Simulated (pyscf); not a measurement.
Single points on ωB97X-D3(BJ)/def2-SVP structures (PySCF, gas phase).

Problem. Estimate the classical barrier height and the reaction energy of `[OH][Si]([F])[O][SiH3]` [doublet] + `[H][H]` → `[F][SiH][O][SiH3]` [doublet] + `[OH2]` at ωB97M-D3(BJ)/def2-TZVP. The step runs on the doublet surface, breaks O–Si, H–H and forms H–Si, H–O; take the separated reactants as zero.

Solution. ΔE‡ = 53.4 kcal/mol, ΔE = +21.4 kcal/mol. Zero-point energy shifts the barrier by +2.7 kcal/mol. It is a four-centre exchange, with an imaginary mode of 1312i cm⁻¹. At the saddle there is also a short H–Si contact that neither side keeps. HO–Si•(F)–O–SiH₃ lies 5.9 kcal/mol over its isomer HO–SiH(F)–O–SiH₂• (electronic energy, ωB97M-D3(BJ)/def2-TZVP). One saddle was located; it need not be the lowest between these sides.
